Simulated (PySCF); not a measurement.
# Magnetisability: 2-chlorofuran, C₄H₃ClO

Cartesian coordinates in Å; atom numbers follow the order of the lines, from 1:
```xyz
9

Cl    2.770   -0.649   -0.169
C     1.109   -0.296   -0.072
C     0.454    0.894    0.027
C    -0.923    0.557    0.073
C    -0.986   -0.798   -0.003
O     0.251   -1.327   -0.091
H     0.892    1.869    0.063
H    -1.744    1.239    0.151
H    -1.809   -1.483   -0.004
```

Method: PySCF, GIAO PBE/aug-pcSseg-1 magnetisability, rotational g tensor and spin-rotation constants, non-relativistic, gas phase. Geometry: GFN2-xTB.

**Question.** How diamagnetic is it, and how anisotropic?

**Answer.** Isotropic -972 × 10⁻³⁰ J/T², or -58.6 × 10⁻⁶ cm³/mol; principal values -1340, -844, -733 × 10⁻³⁰ J/T², anisotropy 559 × 10⁻³⁰ J/T² (root of half the summed squared differences of the principal values). The susceptibility is in cgs units.

**Question.** Split it along the inertial axes a, b, c into diamagnetic and paramagnetic parts about the centre of mass, with the quadrupole moment.

**Answer.** 
| axis | χ (10⁻⁶ cm³/mol) | diamagnetic (10⁻⁶ cm³/mol) | paramagnetic (10⁻⁶ cm³/mol) | summed x² of all electrons (Å²) | quadrupole Θ (D Å) |
| --- | --- | --- | --- | --- | --- |
| a | -50.8 | -205.8 | 155.0 | 130.3 | +4.28 |
| b | -44.2 | -591.2 | 547.0 | 39.4 | +1.42 |
| c | -80.7 | -719.8 | 639.2 | 9.1 | -5.70 |

Anisotropies 2χaa − χbb − χcc = +23.1 and 2χbb − χaa − χcc = +43.2 × 10⁻⁶ cm³/mol. Θ is traceless in Buckingham's convention.

**Question.** And the rotational g tensor?

**Answer.** 
| axis | rotational constant (GHz) | g | nuclear part | electronic part |
| --- | --- | --- | --- | --- |
| a | 9.3445 | -0.0972 | 0.5832 | -0.6805 |
| b | 2.1625 | -0.0276 | 0.5282 | -0.5557 |
| c | 1.7561 | +0.0112 | 0.5385 | -0.5273 |

Asymmetric top; isotopes 12C, 35Cl, 1H, 16O; no vibrational averaging.
